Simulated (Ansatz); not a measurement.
What a trial cell of RhCl relaxes into

All numbers below come from DFT PBE, scalar-relativistic, plane waves, PAW in Ansatz. Cutoff 420 eV, Γ-centred k mesh, Gaussian smearing, no spin polarisation in the final step.

RhCl was placed on the litharge structure type (P4/nmm, No. 129), with Rh in place of Pb, Cl in place of O, at a guessed volume.

```
Rh Cl
1.0
     3.99726    0.00000    0.00000
     0.00000    3.99726    0.00000
     0.00000    0.00000    5.05088
Rh Cl
2 2
Direct
  0.00000 0.50000 0.23510
  0.50000 0.00000 0.76490
  0.00000 0.00000 0.00000
  0.50000 0.50000 0.00000
```

Cell and atoms relax at zero pressure; the relaxation can't lower the symmetry of the start. After a coarse first stage the cell is made exact in the group found at 0.06 Å.

Formation energies are uncorrected and refer to the elements' standard structures at the same level (Cl₂ as a molecule).

(1) What does it relax into?

(2) What are its volume, energy, density and gap?

Answers

(1) It ends in P4/mmm (No. 123). Conventional cell: a = 3.441 Å, c = 2.967 Å. Rh is coordinated by 4 Cl at 2.43 Å; Cl has 4 Rh at 2.43 Å.

```
Rh Cl
1.0
     3.44122    0.00000    0.00000
     0.00000    3.44122    0.00000
     0.00000    0.00000    2.96655
Rh Cl
1 1
Direct
  0.50000 0.50000 0.00000
  0.00000 0.00000 0.00000
```

(2) The volume per atom is 17.56 Å³ and the density is 6.54 g/cm³. The energy over the elements is 0.37 eV/atom and the gap on the 10×10×16 mesh is 0 eV (a metal).

The final run used a 10×10×16 mesh on its 4-atom cell and 0.10 eV smearing. The k mesh leaves about 4 meV/atom of noise in metals. Symmetry constrained the relaxation, so the result can be a saddle point.

Cost: 4 runs of about 9.5 core-minutes in all, on Arm Neoverse N1 (shared hosts).